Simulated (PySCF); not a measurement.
# Relaxation of triplet PO₂⁺

All numbers come from UPBE0 in PySCF with P def2-TZVP, O def2-TZVP; no relativity; density-fitted integrals. A (50,194) grid was used.

A hand-made end-on start, of Cs symmetry, held to at least that symmetry:

```xyz
3
charge 1 multiplicity 3, angstrom
P    -0.3183    0.0000   -1.0935
O    -0.3183    0.0000    0.6987
O     0.9345    0.0000    1.4187
```

Problem. What forces act on the atoms at the start (eV/Å)?

Solution. 
```json
{"atom": "P1", "Fx": "0.06", "Fy": "0.00", "Fz": "4.72"}
{"atom": "O2", "Fx": "2.94", "Fy": "0.00", "Fz": "-2.90"}
{"atom": "O3", "Fx": "-3.00", "Fy": "0.00", "Fz": "-1.82"}
```

Problem. What does it relax to?

Solution. It ends at Cs with O–O 1.319 Å, P–O 1.569 Å; O–O–P 128.1°. A frequency run shows a minimum. Other isomers or separated fragments may lie lower.

Problem. How much energy is released, and in how many steps?

Solution. 88.1 kJ/mol in 5 steps.

At this level a singlet minimum of D∞h symmetry lies 371 kJ/mol below this structure.
